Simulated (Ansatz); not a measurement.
What a trial cell of ScTl2 relaxes into

Method: DFT PBE, scalar-relativistic, plane waves, PAW in Ansatz.

ScTl2 was placed on the fluorite structure type (Fm-3m, No. 225), with Sc in place of Ca, Tl in place of F, at a guessed volume.

The final relaxation ran on this input, with the default PAW datasets:

```yaml
crystal:
  lattice:
    - [0.0, 3.5232593866, 3.5232593866]
    - [3.5232593866, 0.0, 3.5232593866]
    - [3.5232593866, 3.5232593866, 0.0]
  atoms:
    - { symbol: Sc, position: [0.0, 0.0, 0.0] }
    - { symbol: Tl, position: [0.25, 0.25, 0.25] }
    - { symbol: Tl, position: [0.75, 0.75, 0.75] }
basis:
  ecutwfc: 420
kpoints:
  mp_grid: { grid: [12, 12, 12] }
hamiltonian:
  xc: pbe
scf:
  occupations: { method: gaussian, width: 0.1 }
output:
  forces: true
  stress: true
  eigenvalues: true
relax:
  adjacent_minimum: "off"
  f_tol: 0.01
  max_steps: 80
  cell: { stress_tol: 0.05 }
```

Launched as:

```bash
ansatz run input.yaml --threads 1 --pin off --max-ram 2560MiB --backend cpu --events-out ev --progress --plain --runs-dir out
```

The run took 12 s on 1 thread of Intel(R) Xeon(R) 6975P-C (Granite Rapids) (shared host), peak memory 0.49 GiB.

The program printed at the end:

```
SCF converged after 5 iterations
Free energy (F): -25023.970696 eV
Harris-Foulkes:  -25023.970696 eV  (|F-HF|=7.28e-12)
Internal energy: -25023.959708 eV  (E = F + TS)
E sigma→0 (E₀):  -25023.965202 eV
Entropy (-TS):   -0.010988 eV (-3.663 meV/atom)
Fermi energy:    9.246230 eV
--- Per-component energies (eV) ---
  E_band       = -186.957915
  E_kinetic    = 929.821535
  E_local      = -2853.857796  (includes V_loc(G=0)·N_el)
  E_nonlocal   = 716.754135
  E_hartree    = 1049.457447
  E_xc         = -564.834899
  E_vxc        = -412.722519  (∫ρ·V_xc dr)
  E_paw        = -21286.437983  (= ΣΔE_a)
  E_vpaw       = -665.868228  (= ΣTr[D̂ρ^β])
  E_aug_tail   = 0.000078  (compensation charges beyond the density's cutoff)
  E_ewald      = -3014.862226
  E_smearing   = -0.010988  (= −TS)
  E_closure    =  0.000000  (closes the sum)
  Σ components = -25023.970696   (vs F -25023.970696, Δ=0.00e0)
--- Forces (eV/Å), atoms counted from 1 ---
  atom   1  Sc     0.00000000     0.00000000     0.00000000
  atom   2  Tl     0.00000000     0.00000000     0.00000000
  atom   3  Tl     0.00000000     0.00000000     0.00000000
  max |Σ_I F_I| component: 9.25e-18 eV/Å
--- Stress (GPa, compression-positive) ---
        0.043082       0.000000       0.000000
        0.000000       0.043082       0.000000
        0.000000       0.000000       0.043082
  P = ⅓ Tr σ = 0.0431 GPa (0.431 kbar)
--- Relaxed structure (2 steps of the walk, 2 accepted, 1 SCFs on fresh bases) ---
  F+E_penalty+E_count = -25023.97069647 eV   max|allowed force component| = 7.093e-17 eV/Å   (the final SCF, on the basis selected at the relaxed cell)
  cell:  # Å, volume = 85.7764 Å³
    - [0.000000, 3.500359, 3.500359]
    - [3.500359, 0.000000, 3.500359]
    - [3.500359, 3.500359, 0.000000]
  atoms:
    - { symbol: Sc, position: [0.000000, 0.000000, 0.000000] }
    - { symbol: Tl, position: [0.25, 0.25, 0.25] }
    - { symbol: Tl, position: [0.75, 0.75, 0.75] }
```

Total energies depend on the potentials used, so only differences within one code and one set of settings carry meaning.

The result has space group Fm-3m (No. 225). Sc is coordinated by 8 Tl at 3.03 Å; around Tl lie 4 Sc at 3.03 Å and 6 Tl at 3.50 Å.

Against the elements it lies at 0.05 eV/atom. Energies over the elements count from the elements' standard structures at the same level, with no empirical corrections.

For metals, differences of a few meV/atom aren't resolved. Spin–orbit coupling is left out.

Symmetry constrained the relaxation, so the result can be a saddle point.